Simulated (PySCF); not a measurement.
# Ionisation energy of P by level of theory

P [Ne] 3s2 3p3 (4S) → P+ [Ne] 3s2 3p2 (3P), as a difference of total energies. Calculation: PySCF 2.14, in aug-cc-pVDZ-DK (5s4p2d, 27 functions); the spin-free X2C one-electron Hamiltonian (Gaussian nucleus). Correlated levels: valence: [Ne] frozen. The calculations carry no spin-orbit coupling.

```
           method  ionisation energy (eV)  error (eV)
              UHF                   9.930      -0.596
             TPSS                  10.507      -0.019
              LDA                  10.585      +0.059
    MP2 (valence)                  10.382      -0.144
SCS-MP2 (valence)                  10.225      -0.301
   CCSD (valence)                  10.314      -0.212
CCSD(T) (valence)                  10.328      -0.198
```

Reference: 10.526 eV (measured; NIST levels, between the centres of gravity of the two terms).

Errors of the correlated levels include the incompleteness of this basis and the frozen core.
